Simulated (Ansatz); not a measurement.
SiF2, relaxed as a singlet with RKS r2SCAN-D4/def2-TZVP in Ansatz, starting from the GFN2-xTB geometry. Force threshold 0.02 eV/Å.

Start:

```xyz
3

Si    0.031   -0.368    0.647
F    -0.773    0.942    0.142
F     0.743   -0.573   -0.789
```

(1) Estimate the energy that the relaxation releases and the steps that it takes.

(2) Does the start keep its bonding and symmetry?

(3) Predict the relaxed structure.

Answers

(1) 0.07 eV, in 4 steps; 1.8 s on 4 threads of Intel Xeon 6975P-C on a shared host. No frequencies were taken in this run, so the end may be a saddle point.

(2) By distances, no bond broke or formed. The bond that changes most is Si1–F2, from 1.62 to 1.60 Å (atoms count from 1). Point group C2v at the start, C2v at the end, both within 0.05 Å.

(3) 
| atom | x (Å) | y (Å) | z (Å) |
| --- | --- | --- | --- |
| Si1 | 0.028 | -0.337 | 0.594 |
| F2 | -0.814 | 0.968 | 0.195 |
| F3 | 0.786 | -0.631 | -0.788 |
Bond lengths: 2 × F–Si 1.60 Å.
